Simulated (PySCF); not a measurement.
**`c1cn[n-]c1`: 4 charge schemes on one density**

Species: C₃H₃N₂ (charge -1).
Z-matrix (Å and degrees, GFN2-xTB geometry), rows numbered from 1:
```
C 
C   1  1.3919
N   2  1.3344  1  110.61
N   3  1.3410  2  108.13  1     0.02
C   4  1.3345  3  108.13  2    -0.03
H   1  1.0831  2  128.70  3  -179.97
H   2  1.0853  1  128.54  3  -179.96
H   5  1.0852  1  128.52  2   179.95
```

Density: PBE0/pcSseg-1 (PySCF); schemes: Mulliken, IAO, Hirshfeld and ESP-fitted. Geometry: GFN2-xTB; no solvent, vibrations or thermal averaging. The pcSseg-1 basis has no diffuse functions, a weakness for an anion.

**Question.** Tabulate the Mulliken, IAO, Hirshfeld and ESP-fitted charges.

**Answer.** In e:

```csv
atom,environment,Mulliken,IAO,Hirshfeld,ESP-fitted
C1,aromatic CH carbon,-0.348,-0.344,-0.195,-0.674
C2,aromatic CH next to a ring nitrogen,+0.028,-0.157,-0.127,+0.299
N3,nitrogen bonded to C and N,-0.355,-0.320,-0.268,-0.492
N4,nitrogen bonded to C and N,-0.355,-0.320,-0.268,-0.487
C5,aromatic CH next to a ring nitrogen,+0.028,-0.157,-0.127,+0.283
H6,aromatic hydrogen,-0.004,+0.102,-0.007,+0.144
H7,aromatic hydrogen,+0.004,+0.099,-0.004,-0.040
H8,aromatic hydrogen,+0.004,+0.099,-0.004,-0.033
```

Mean size of the charges over all atoms: ESP-fitted 0.306 e, IAO 0.200 e, Mulliken 0.141 e, Hirshfeld 0.125 e. Each set sums to the total charge, -1, to within 0.001 e. The Mulliken scheme gives each basis function's population to the atom it is centred on and halves the overlap population of two atoms between them. The IAO scheme projects the occupied orbitals on a minimal set of polarised atomic orbitals and counts the electrons in each atom's part of it.

Lowest charge. The schemes don't all agree: Mulliken N3 and N4 (-0.355); IAO C1 (-0.344); Hirshfeld N3 and N4 (-0.268); ESP-fitted C1 (-0.674).

Highest charge. The schemes don't all agree: Mulliken C2 and C5 (+0.028); IAO H6 (+0.102); Hirshfeld H7 and H8 (-0.004); ESP-fitted C2 (+0.299).

**Question.** How many electrons does the Mulliken scheme count on N3?

**Answer.** Z − q = 7 − (-0.355) ≈ 7.356.

**Question.** Sum the charges by element.

**Answer.** 
```json
{"element": "C", "atoms": "3", "Mulliken": "-0.293", "IAO": "-0.659", "Hirshfeld": "-0.450", "ESP-fitted": "-0.093"}
{"element": "N", "atoms": "2", "Mulliken": "-0.711", "IAO": "-0.640", "Hirshfeld": "-0.536", "ESP-fitted": "-0.979"}
{"element": "H", "atoms": "3", "Mulliken": "+0.004", "IAO": "+0.299", "Hirshfeld": "-0.014", "ESP-fitted": "+0.072"}
```
